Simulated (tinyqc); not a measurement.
Ways to converge the cycle: SCF convergence aids in the sto-3g basis, for LiH, spin multiplicity 3. Computed by the program tinyqc with PySCF. UHF with one setting changed at a time; a run stops when the energy changes by less than 1e-09 hartree and the error matrix is below 1e-5. The start is random orbitals. Damping d keeps d of the old density; a shift (hartree) raises the virtual levels; DIIS n extrapolates F over n matrices.

Geometry (angstrom):
```
atom       x       y       z
Li    0.0000  0.0000  0.0000
H     0.0000  0.0000  2.0570
```

lowest solution found by these runs and by PySCF with stability checks = -7.776332 hartree

Largest element of the error matrix X^T (FDS - SDF) X:
```
iteration    plain  damping 0.3  damping 0.6  shift 0.4   DIIS 3   DIIS 8
1          9.7e-01      9.7e-01      9.7e-01    9.7e-01  9.7e-01  9.7e-01
2          1.3e-01      2.7e-01      5.5e-01    1.6e-01  1.3e-01  1.3e-01
3          6.2e-02      1.1e-01      3.3e-01    1.4e-01  6.0e-02  6.0e-02
4          2.1e-02      5.1e-02      2.0e-01    1.2e-01  1.9e-02  1.9e-02
5          2.1e-02      2.8e-02      1.2e-01    8.3e-02  2.3e-02  2.3e-02
6          2.4e-02      2.0e-02      8.1e-02    5.0e-02  2.5e-02  2.4e-02
8          2.7e-02      2.5e-02      3.5e-02    2.4e-02  5.3e-03  4.6e-03
10         2.3e-02      2.7e-02      2.2e-02    1.9e-02  7.9e-04  6.9e-05
14         1.1e-02      2.2e-02      2.6e-02    1.4e-02  3.8e-04        -
20         2.9e-03      1.0e-02      2.5e-02    2.1e-02  7.6e-05        -
30         2.8e-04      2.2e-03      1.4e-02    2.6e-02        -        -
45         8.5e-06      2.0e-04      4.0e-03    9.4e-03        -        -
60               -      1.9e-05      1.1e-03    2.4e-03        -        -
```

How each run ends:
```
run          iterations  E (hartree)                                                        state
plain                45     -7.77633                                                 lowest found
damping 0.3         >60     -7.77633  falls steadily but slowly, by a factor of about 0.85 a step
damping 0.6         >60     -7.77630  falls steadily but slowly, by a factor of about 0.92 a step
shift 0.4           >60     -7.77621  falls steadily but slowly, by a factor of about 0.91 a step
DIIS 3               25     -7.71535                                                       higher
DIIS 8               12     -7.71535                                                       higher
```

What does the comparison show, and why?

1 of 6 runs reach the lowest solution found, in 45 to 45 iterations (fastest: plain). Ending on a higher stationary point: DIIS 3, DIIS 8; a small error matrix cannot reveal that, and an occupation fixed by the start is kept by symmetry or by the shape of the basin. Not converged: damping 0.3, damping 0.6, shift 0.4. Plain steps already contract here, so damping only slows them. DIIS minimises the error, not the energy, so it can stall or settle near a saddle, and its small system turns near-singular when few rotations are active.
